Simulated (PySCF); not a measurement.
## Gas-phase XPS of `[BH3-][NH3+]`, computed

Compound: BH6N.
Numbering: `[BH3-:1][NH3+:2]`

Method used: delta-SCF UKS SCAN, pcX-3 on the ionised atom, pcseg-2 elsewhere, spin-free X2C (PySCF 2.14.0). Each binding energy is the total energy of the core-ionised species, with the hole localised on one atom, minus that of the ground state; both are solved self-consistently, so orbital relaxation is included.

Problem. Give the core binding energies atom by atom.

Solution. 
```tsv
atom(s)	environment	level	binding energy (eV)	count
N2	nitrogen bonded to B and 3 H	N 1s	408.07	1
B1	four-coordinate boron	B 1s	193.82	1
```

Problem. Which photon energy gives electrons from N 1s of N2 (atom 2) a kinetic energy of 150 eV, and what is their de Broglie wavelength?

Solution. hν = 408.07 + 150 = 558.07 eV, recoil neglected; λ = 12.264 Å/√(E/eV) = 1.00 Å.

Problem. Express the binding energy of N 1s of N2 in atomic units and per mole.

Solution. 408.07 eV = 14.9963 Eh = 39373 kJ/mol.

Isolated species at its PBE0-D3(BJ)/def2-TZVP geometry, gas phase.
